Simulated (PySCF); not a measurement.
An unknown is described by computed data only.

Formula: C2H3F3.

| Property | Result |
| --- | --- |
| UV, first state | lowest singlet excitation: 9.17 eV (135 nm, f = 0.014) [TDDFT PBE0/def2-SVPD] |
| Triplet | lowest triplet excitation (Tamm–Dancoff): 8.68 eV [TDA PBE0/def2-SVPD] |
| Rotational structure | rotational constants A, B, C: 9.025, 3.449, 2.753 GHz [GFN2-xTB] |
| 13C NMR | chemical shifts (computed TMS as zero) by class: 123.7 (1 C), 89.6 (1 C) ppm [GIAO PBE0/pcSseg-1] |
| Polarisability | 29.3 au [PBE0/def2-SVPD] |
| UV, strongest line | among the 6 lowest singlet transitions: S6 at 10.35 eV (120 nm, f = 0.064) [TDDFT PBE0/def2-SVPD] |

The electronic properties come from PySCF, for the isolated species, density fitting. Levels stand in brackets. The structure is a single GFN2-xTB conformer in the gas phase; no vibrational or solvent corrections. NMR values are class means; diastereotopic atoms form classes of their own.

Task: What is the compound? Reason from the data.

Result: Numbering: `[F:1][CH2:2][CH:3]([F:4])[F:5]`. Its formula, C2H3F3, gives 0 degrees of unsaturation, so no ring and no π bond. 2 carbons fall into 2 classes; from least to most shielded: CHF2 carbon [C3] (123.7 ppm), sp3 C–F carbon [C2] (89.6 ppm). The optimised geometry has point group C1 and is an asymmetric top. Structure: `FCC(F)F` (1,1,2-trifluoroethane). Computed isomers that give other values at the same levels: `CC(F)(F)F` (13C chemical shifts (computed TMS as zero) by class: 135.1 (1 C), 23.4 (1 C) ppm). The assignments are read from this structure; whether some other isomer fits the data as well wasn't checked.

The values belong to the conformer `[F:1][CH2:2][CH:3]([F:4])[F:5]`: F1–C2–C3–F4 147°.
